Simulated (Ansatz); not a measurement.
## Strength of the Li–O bond: Li2O → LiO + Li

Species: Li2O `[Li][O][Li]`, singlet; LiO (lithium monoxide), doublet; Li atom, doublet. 

Shapes, held fixed at every level: PBE0-D4/def2-TZVP. Programs: Ansatz 0.2.0. The zero-point and thermal change to 298 K, harmonic and unscaled (PBE0-D4/def2-TZVP), is -5.3 kJ/mol.

```
              level                    kind  ΔH(298 K) (kJ/mol)  less CCSD(T)/def2-TZVPP
     MP2/def2-TZVPP     perturbation theory              +382.2                    +37.0
        HF/def2-SVP            Hartree–Fock              +183.4                   -161.8
BHLYP-D4/def2-TZVPP           global hybrid              +318.9                    -26.3
 wB97X-V/def2-TZVPP  range-separated hybrid              +343.4                     -1.8
  B2PLYP/def2-TZVPP           double hybrid              +363.9                    +18.7
   CCSD(T)/def2-SVP   coupled cluster or CI              +344.3                     -0.9
 CCSD(T)/def2-TZVPP   coupled cluster or CI              +345.2                      0.0
```

The highest level, CCSD(T)/def2-TZVPP, gives ΔH(298 K) = +345.2 kJ/mol; the levels span +183.4 to +382.2. The column of differences is taken from that level and isn't an error. Hartree–Fock misses the correlation of the pair that is broken and comes out low. No measured value is set beside it here. Open shells run unrestricted. Outer-core shells of Li are correlated in most correlated rows, in sets that cover them unevenly.
